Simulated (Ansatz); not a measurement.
# ClHOSi (SMILES O[Si]Cl): a rigid scan of the bond length O1–Si2

Aim: the energy along the bond length O1–Si2, from CCSD(T) and from cheaper methods, relative to the minimum. No other atom is relaxed.

Program: Ansatz 0.2.0, Gaussian basis. Level of theory: single points in def2-TZVPP. These are calculated values, not measurements.

Levels: PBE-D4, r2SCAN-D4, PBE0-D4, B3LYP-D4, wB97M-V, Hartree-Fock, MP2, CCSD, CCSD(T). The scan takes 1.473, 1.506, 1.554, 1.610, 1.672, 1.740, 1.811, 1.886, 1.964 Å.

Cores are frozen in the correlated methods. B3LYP uses VWN-RPA correlation.

28 further runs of the same task are left out: 28 set aside as unsound or not needed.

### 1 The system as given

The minimum, relaxed at PBE0-D4: 4 atoms, charge 0, spin multiplicity 1.

Atoms are counted from 1 here; the program's logs count them from 0.

Bond lengths: O1–Si2 1.637 Å, O1–H4 0.963 Å, Si2–Cl3 2.110 Å. Angles: Si2–O1–H4 120.4°, O1–Si2–Cl3 101.3°.

As a file:

```mol
ClHOSi
  3D, bonds by distance, orders not assigned

  4  3  0  0  0  0  0  0  0  0999 V2000
   -0.9118    0.4502   -0.3087 O   0  0
   -0.4342   -0.7897    0.6470 Si  0  0
    1.6623   -0.7010    0.4214 Cl  0  0
   -0.2608    0.9804   -0.7800 H   0  0
  1  2  8  0
  1  4  8  0
  2  3  8  0
M  END
```

Energies of the minimum (eV), from earlier single points: PBE-D4 -22455.85294, r2SCAN-D4 -22464.40008, PBE0-D4 -22457.42404, B3LYP-D4 -22468.11682, wB97M-V -22465.49753, CCSD(T) -22438.11348.

At the minimum the bond length O1–Si2 is 1.637 Å.

### 2 O1–Si2 = 1.473 Å

The input, ccsdt-tzvpp/in.yaml:

```yaml
crystal:
  periodic: [false, false, false]
  atoms:
    - {symbol: O, position_ang: [-0.911755, 0.450160, -0.308684]}
    - {symbol: Si, position_ang: [-0.481967, -0.665719, 0.551448]}
    - {symbol: Cl, position_ang: [1.614514, -0.577011, 0.325778]}
    - {symbol: H, position_ang: [-0.260807, 0.980362, -0.779997]}
basis:
  gaussian: {orbitals: def2-TZVPP}
correlation: {method: ccsd_t}
```

No record of the launch command was kept for these runs.

After this run come: O1–Si2 = 1.506 Å; O1–Si2 = 1.554 Å; O1–Si2 = 1.610 Å; O1–Si2 = 1.672 Å; O1–Si2 = 1.740 Å; O1–Si2 = 1.811 Å; O1–Si2 = 1.886 Å; O1–Si2 = 1.964 Å.

Q: Predict the outcome of this session. Wanted: highest point, CCSD(T); lowest point, CCSD(T); minimum along the scan, CCSD(T); RMS deviation from CCSD(T); largest T1 diagnostic.

As calculated:

| quantity | value |
| --- | --- |
| highest point, CCSD(T) | 22.0 kcal/mol at 1.964 Å |
| lowest point, CCSD(T) | 0.0 kcal/mol at 1.637 Å |
| minimum along the scan, CCSD(T) | 1.641 Å |
| curvature there | 32.0 eV/Å² |
| RMS deviation from CCSD(T) | PBE-D4 2.2, r2SCAN-D4 0.4, PBE0-D4 0.4, B3LYP-D4 0.7, wB97M-V 0.2, Hartree-Fock 3.1, MP2 0.1, CCSD 0.7 kcal/mol |
| largest T1 diagnostic | 0.018 |

In words: A polynomial through the near points puts the CCSD(T) minimum 0.004 Å above the PBE0-D4 value. It is steeper on the short side than on the long one. Curvature against CCSD(T): PBE-D4 -12 %, Hartree-Fock +14 %. Best along the scan: MP2. Worst: Hartree-Fock.
